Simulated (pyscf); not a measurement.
Thermochemistry of product channels of HO–Si(Cl)(Cl)–Cl (SMILES O[Si](Cl)(Cl)Cl) + OH• (SMILES [OH]) on the doublet surface, in kcal/mol, from ωB97M-D3(BJ)/def2-TZVP energies (ideal gas, 1 atm, RRHO with modes under 100 cm⁻¹ raised to 100, one conformer, R ln 2 for chiral ones without a mode under 150 cm⁻¹). PySCF, gas phase, ωB97X-D3(BJ)/def2-SVP geometries.

```csv
products,ΔE,ΔH(298 K),ΔG(600 K),ΔG(900 K)
HO–Si(OH)(Cl)–Cl (SMILES O[Si](O)(Cl)Cl) + Cl• (SMILES [Cl]),-20.9,-18.9,-15.9,-14.6
•O–Si(Cl)(Cl)–Cl (SMILES [O][Si](Cl)(Cl)Cl) + H₂O (SMILES O),+4.5,+5.4,+4.2,+4.0
```

These are energies of the channels, which say nothing of barriers. Left out: orbital degeneracy and the spin-orbit lowering of Cl, OH.
